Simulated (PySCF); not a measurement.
**J couplings in Methyl cyclopropyl ketone**

Geometry (Å), atoms numbered from 1 in this order:
```xyz
14

C     2.0188   -0.4459   -0.7706
C     0.7625   -0.5374    0.0499
O     0.6819   -1.2492    1.0249
C    -0.3761    0.3033   -0.3977
C    -1.2184    0.9430    0.6842
C    -1.7680   -0.1900   -0.0912
H     1.8127   -0.7559   -1.7994
H     2.7953   -1.0769   -0.3429
H     2.3607    0.5921   -0.8150
H    -0.2320    0.8668   -1.3114
H    -0.8996    0.7423    1.6991
H    -1.5892    1.9412    0.4907
H    -1.8184   -1.1519    0.4031
H    -2.5319    0.0060   -0.8323
```

Couplings: B97-2/pcJ-2 (without the spin–dipole term) in PySCF 2.14, geometry PBE0-D3(BJ)/def2-TZVP; gas phase, one conformer, non-relativistic. Couplings are averaged over pairs made equivalent by symmetry, fast rotation or ring inversion, so a value needn't be that of the named pair in this geometry, while other rotamers aren't included; one pair stands for each set, and the list holds a selection of those of at least 0.8 Hz over up to four bonds, among pairs with at least one C or H atom (others weren't computed).

Isotopes: ¹³C, ¹H, ¹⁷O. Couplings to quadrupolar nuclei such as 17O and 33S are rarely resolved in practice.

```tsv
pair	bonds	J (Hz)
C1, C2	1	39.4
C1, H7	1	118.7
C2, O3	1	?
C2, C4	1	50.0
C4, C5	1	9.4
C4, H10	1	?
C5, C6	1	?
C5, H11	1	158.1
C5, H12	1	?
C1, C4	2	21.4
C2, H7	2	-5.8
C2, H10	2	2.7
C4, H11	2	-2.1
C4, H12	2	?
C5, H13	2	-1.4
C5, H14	2	?
H7, H8	2	-13.6
C2, H11	3	4.6
C2, H12	3	?
O3, C5	3	-1.2
O3, H7	3	-1.8
O3, H10	3	-1.1
C4, H7	3	2.5
H10, H11	3	4.4
H11, H13	3	?
H11, H14	3	6.9
```

**Question.** Estimate the withheld couplings, with signs.

**Answer.** 
- ¹J(C2,O3) = 32.3 Hz (bond length 1.210 Å)
- ¹J(C4,H10) = 153.1 Hz (bond length 1.083 Å, sp3 carbon)
- ¹J(C5,C6) = 13.9 Hz (bond length 1.479 Å)
- ¹J(C5,H12) = 153.6 Hz (bond length 1.082 Å, sp3 carbon)
- ²J(C4,H12) = -1.3 Hz (angle at C5 117°)
- ²J(C5,H14) = -1.7 Hz (angle at C6 119°)
- ³J(C2,H12) = 2.4 Hz (dihedral angle 143°)
- ³J(H11,H13) = 9.8 Hz (dihedral angle 0°)
